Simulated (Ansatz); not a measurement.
Born–Oppenheimer molecular dynamics of H₅NSi (7 atoms, charge 0, multiplicity 1). It starts from a relaxed structure.

All numbers below come from RHF/def2-mTZVP (Ansatz 0.2.0).

| Quantity | Value |
| --- | --- |
| ensemble | NVT, Nosé–Hoover chain |
| time step | 1 fs |
| steps asked | 250 |
| set temperature | 1000 K |
| thermostat | time constant 100 fs, chain length 3 (defaults) |
| seed | 485660 |

First frame:

```xyz
7
Properties=species:S:1:pos:R:3
Si 0.004 -0.008 0.059
N 0.063 -0.124 1.772
H -0.756 -0.321 2.305
H 0.706 0.422 2.303
H 1.385 -0.032 -0.454
H -0.639 1.219 -0.466
H -0.761 -1.156 -0.459
```

How far do the bonds stretch over the last three quarters of this one trajectory? (Pairs bonded in most of those frames.)


| bond | mean (Å) | spread (Å) | shortest | longest |
| --- | --- | --- | --- | --- |
| Si1–N2 | 1.753 | 0.085 | 1.58 | 1.92 |
| Si1–H5 | 1.496 | 0.082 | 1.35 | 1.65 |
| Si1–H6 | 1.481 | 0.026 | 1.43 | 1.54 |
| Si1–H7 | 1.479 | 0.015 | 1.45 | 1.51 |
| N2–H3 | 1.007 | 0.027 | 0.95 | 1.06 |
| N2–H4 | 1.010 | 0.038 | 0.94 | 1.08 |

Mean temperature of the second half: 1061 K. The conserved energy stayed within 3.4 meV per atom of its start (net change 2.5 meV per atom), so the integration is sound. A run of 0.25 ps of so small a system gives no equilibrium averages.

The run took 88 s on 1 thread of Arm Neoverse V2, with other jobs on the host, peak memory 0.086 GiB.
